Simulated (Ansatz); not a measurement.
H₆N₂Si, SMILES `N[SiH2]N` at its PBE0-D4/def2-TZVP geometry, where that method's forces vanish. The species carries charge 0 and has multiplicity 1.

```xyz
9

N     0.4379    0.3588   -1.3448
Si    0.1053    0.4271    0.3320
N    -0.6093   -1.0537    0.8047
H    -0.2892    0.1918   -2.0206
H     1.2059    0.8782   -1.7350
H    -0.8812    1.4492    0.7903
H     1.4282    0.7683    0.9333
H    -0.1405   -1.9337    0.6667
H    -1.2572   -1.0859    1.5736
```

**Question.** What forces (eV/Å) does r2SCAN-D4/def2-TZVPP give on these atoms in Ansatz? (Estimate.)

**Answer.** The calculation gave: 
```
N1   0.021 -0.034  0.030
Si2  0.014  0.057  0.044
N3  -0.023  0.028 -0.035
H4   0.001  0.014 -0.033
H5  -0.005  0.013 -0.035
H6   0.013 -0.019  0.001
H7  -0.018  0.001 -0.015
H8  -0.004 -0.028  0.022
H9   0.000 -0.032  0.020
```
